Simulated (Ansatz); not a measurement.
We consider bcc Mo, described by PBEsol (Ansatz, an electronic-structure program, PAW).

Numerical settings: plane-wave cutoff 520 eV, 18×18×18 k mesh, Fermi–Dirac smearing 0.1 eV, perturbation theory, force constants from a 6×6×6 q mesh, no spin polarisation, scalar-relativistic PAW data made under PBE.

Computed at the level's own relaxed cell. Harmonic vibrational thermodynamics at fixed volume:

| T (K) | S_vib (J/K per mol of atoms) | C_V (J/K per mol of atoms) | F_vib (eV/atom) |
|---|---|---|---|
| 0 | 0.00 | 0.00 | 0.0355 |
| 300 | 28.85 | 23.19 | -0.0065 |
| 400 | 35.64 | 23.94 | -0.0401 |
| 600 | 45.47 | 24.49 | -0.1248 |
| 800 | 52.55 | 24.69 | -0.2268 |
| 900 | 55.46 | 24.74 | -0.2828 |
| 1000 | 58.07 | 24.78 | -0.3416 |

The crystal is taken as a harmonic solid at every temperature: melting, phase changes and thermal expansion are not seen, nor the electrons' share in a metal.
